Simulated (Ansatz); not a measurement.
Relaxation of BF$_{2}$H (4 atoms, charge 0, multiplicity 1), to a largest force component of 0.02 eV/Å in at most 40 steps.

The calculation used Ansatz, RKS PBE0-D4/6-31G*.

```xyz
4
Properties=species:S:1:pos:R:3:forces:R:3
B 0.000 0.000 0.000 0.00 0.00 0.02
H 0.000 0.000 1.190 0.00 0.00 0.07
F 1.143 0.000 -0.660 -0.31 0.00 -0.05
F -1.143 0.000 -0.660 0.31 0.00 -0.05
```

Question: Where does it end, and by what steps?

Answer: It converged. After 2 steps the energy has fallen by 0.005 eV; F3 moved furthest, 0.02 Å.

```csv
step,energy less start (eV),largest force component (eV/Å),accepted
0,0.0000,0.307,yes
1,-0.0038,0.122,yes
2,-0.0049,0.007,yes
```

```xyz
4
Properties=species:S:1:pos:R:3
B 0.000 0.000 0.007
H 0.000 0.000 1.199
F 1.130 0.000 -0.668
F -1.130 0.000 -0.668
```

Whether the end is a true minimum wasn't checked by a vibrational analysis.

The run took 3.3 s on 1 thread of Arm Neoverse V1, with other jobs on the host, peak memory 0.098 GiB.
